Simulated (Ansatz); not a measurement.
bcc Li, treated with r²SCANh in Ansatz (plane waves, PAW).

Settings: plane-wave cutoff 520 eV, 14×14×14 k mesh, Fermi–Dirac smearing 0.05 eV, scalar-relativistic PAW data made under PBE.

Computed at the level's own relaxed cell.

Question: What does this level give for the equilibrium volume per atom, bulk modulus, lattice parameter a and pressure derivative B′ of the bulk modulus?

Answer: 
equilibrium volume per atom: 21.15 Å³/atom
bulk modulus: 12.9 GPa
lattice parameter a: 3.484 Å
pressure derivative B′ of the bulk modulus: 3.3

Measured, for comparison: equilibrium volume per atom 20.51 Å³/atom (low-temperature or extrapolated to 0 K; zero-point anharmonic expansion removed; as tabulated in Csonka et al. (2009), arXiv:0903.4037); bulk modulus 13.8 GPa (corrected for temperature and zero-point phonon effects, our sources range from 13.1 to 13.9; as tabulated in Levämäki et al. (2014), arXiv:1402.3671); lattice constant a 3.449 Å (low-temperature or extrapolated to 0 K; zero-point anharmonic expansion removed, our sources range from 3.443 to 3.453; as tabulated in Csonka et al. (2009), arXiv:0903.4037). Computed (rounded) less measured: equilibrium volume per atom +3.1 %, bulk modulus -7 % (-2 % to -7 % over the range), lattice constant a +1.0 % (+0.9 % to +1.2 % over the range).

Static lattice: no zero-point or thermal effects.

Ansatz is an electronic-structure program.
